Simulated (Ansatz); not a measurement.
A made-up structure of AlH₂O (charge -1), closed shell:

O1  (0.034, -0.866, 1.473)
Al2  (0.001, -0.036, 0.060)
H3  (-1.069, -0.262, -1.162)
H4  (0.100, -1.278, 2.348)
(Å)

It is relaxed with PBE-D4/def2-SVPD and then PBE0-D4/def2-TZVPD (Ansatz 0.2.0). Atoms count as bonded within 1.22 times the sum of their covalent radii (H–H: 0.88 Å). The end point is not checked to be a true minimum.

Question: Does its bonding change? (Judge from chemistry; the calculation decides.)

Answer: By the calculation: No: no bond forms or breaks.

Where it ends: The first stage lowers the energy by 0.94 eV in 12 steps. It ends as AlH₂O ([OH][AlH]), total charge -1:
| atom | x (Å) | y (Å) | z (Å) |
| --- | --- | --- | --- |
| O1 | -0.3225 | -1.1296 | 1.4068 |
| Al2 | 0.1495 | 0.0650 | 0.1605 |
| H3 | -1.0138 | -0.3414 | -1.0151 |
| H4 | 0.2530 | -1.0355 | 2.1673 |

Labels in which every atom is bracketed show which atoms are joined, not bond orders.

For scale, one of the runs: PBE0-D4/def2-TZVPD relaxation, 101 basis functions, launched by `ansatz run in.yaml --threads 2 --pin off --events-out ev --progress --plain --max-ram 4352MiB`. The run took about 7.5 s on 2 CPU threads of an Arm Neoverse V1 (shared host).
